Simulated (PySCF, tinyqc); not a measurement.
A ladder of methods, and size consistency: correlation methods against full CI in the sto-6g basis, for CH2, spin multiplicity 1. Computed by the program tinyqc with PySCF. Command: `OMP_NUM_THREADS=1 python tinyqc.py 111953 111954 out.jsonl`; one thread of a shared host (Intel(R) Xeon(R) Processor @ 2.60GHz), about 2 s.

Geometry (angstrom):
```
atom,x,y,z
C,0.0000,0.0000,0.0000
H,0.0000,0.9130,0.6770
H,0.0000,-0.9130,0.6770
```

RHF energy of one = -38.747707 hartree

All electrons correlated; +Q is the Davidson correction (1 - c0^2) E_corr. The last columns treat two copies 100 angstrom apart as one system. FCI is the lowest singlet.

Correlation energies (hartree):
```
method,E_corr of one,share of FCI (%),E_corr of two at 100 angstrom,two minus twice one (mhartree)
MP2,-0.03712,58.876,-0.07424,0.000
CISD,-0.05997,95.116,-0.11353,6.415
CISD+Q,-0.06372,101.059,-0.12462,2.816
CCSD,-0.06252,99.155,-0.12504,0.000
CCSD(T),-0.06277,99.551,-0.12554,0.000
FCI,-0.06305,100.000,-,-
```

MP2 recovers 59 %, CISD 95.1 % and CCSD 99.2 % of the FCI value (c0^2 = 0.938 in CISD). MP2 and coupled cluster are size consistent, so their last column vanishes; CISD loses 6.41 mhartree, since a double excitation on each copy is a quadruple of the pair, and the Davidson correction leaves +2.82. The restricted reference is unstable here: a spin-polarised solution lies 0.0295 hartree lower (PySCF), so results built on it describe a poor reference.
